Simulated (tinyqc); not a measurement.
Inside a calculation. Method: ROHF in the sto-3g basis, for NH, spin multiplicity 3. One step of it, computed by the program tinyqc.

Task: Iteration 3: Roothaan effective Fock matrix. With projectors Pc = D(beta) S, Po = (D(alpha) - D(beta)) S, Pv = 1 - D(alpha) S, the block xy is Px^T F Py; with Fc = (F(alpha) + F(beta))/2, the blocks are Fc for cc, oo, vv and cv, F(beta) for co and F(alpha) for ov.

F(alpha) (hartree), lower triangle:
```
             1N 1s      1N 2s     1N 2px     1N 2py     1N 2pz      2H 1s
1N 1s   -14.919485
1N 2s    -3.830036  -1.742580
1N 2px    0.000000   0.000000  -0.216420
1N 2py    0.000000   0.000000   0.000000  -0.216420
1N 2pz   -0.006732  -0.036876   0.000000   0.000000  -0.067892
2H 1s    -0.146005  -0.210738   0.000000   0.000000  -0.227248  -0.190361
```

F(beta) (hartree), lower triangle:
```
             1N 1s      1N 2s    1N 2px    1N 2py     1N 2pz      2H 1s
1N 1s   -14.877564
1N 2s    -3.765133  -1.429681
1N 2px    0.000000   0.000000  0.587503
1N 2py    0.000000   0.000000  0.000000  0.587503
1N 2pz   -0.006732  -0.036876  0.000000  0.000000   0.014345
2H 1s    -0.142842  -0.190577  0.000000  0.000000  -0.222291  -0.188152
```

D(alpha) after iteration 2, lower triangle:
```
            1N 1s      1N 2s    1N 2px    1N 2py    1N 2pz     2H 1s
1N 1s    1.058127
1N 2s   -0.247380   1.053474
1N 2px   0.000000   0.000000  1.000000
1N 2py   0.000000   0.000000  0.000000  1.000000
1N 2pz   0.011454  -0.056602  0.000000  0.000000  0.776372
2H 1s   -0.004424   0.006704  0.000000  0.000000  0.316818  0.130136
```

D(beta) after iteration 2, lower triangle:
```
            1N 1s      1N 2s    1N 2px    1N 2py    1N 2pz     2H 1s
1N 1s    1.058127
1N 2s   -0.247380   1.053474
1N 2px   0.000000   0.000000  0.000000
1N 2py   0.000000   0.000000  0.000000  0.000000
1N 2pz   0.011454  -0.056602  0.000000  0.000000  0.776372
2H 1s   -0.004424   0.006704  0.000000  0.000000  0.316818  0.130136
```

overlap S, lower triangle:
```
           1N 1s     1N 2s    1N 2px    1N 2py    1N 2pz     2H 1s
1N 1s   1.000000
1N 2s   0.235038  1.000000
1N 2px  0.000000  0.000000  1.000000
1N 2py  0.000000  0.000000  0.000000  1.000000
1N 2pz  0.000000  0.000000  0.000000  0.000000  1.000000
2H 1s   0.008667  0.132491  0.000000  0.000000  0.152262  1.000000
```

Give: effective F.

Result:

effective F (hartree), lower triangle:
```
           1N 1s    1N 2s  1N 2px  1N 2py   1N 2pz    2H 1s
1N 1s   -14.8985
1N 2s    -3.7976  -1.5861
1N 2px    0.0000   0.0000  0.1855
1N 2py    0.0000   0.0000  0.0000  0.1855
1N 2pz   -0.0067  -0.0369  0.0000  0.0000  -0.0268
2H 1s    -0.1444  -0.2007  0.0000  0.0000  -0.2248  -0.1893
```
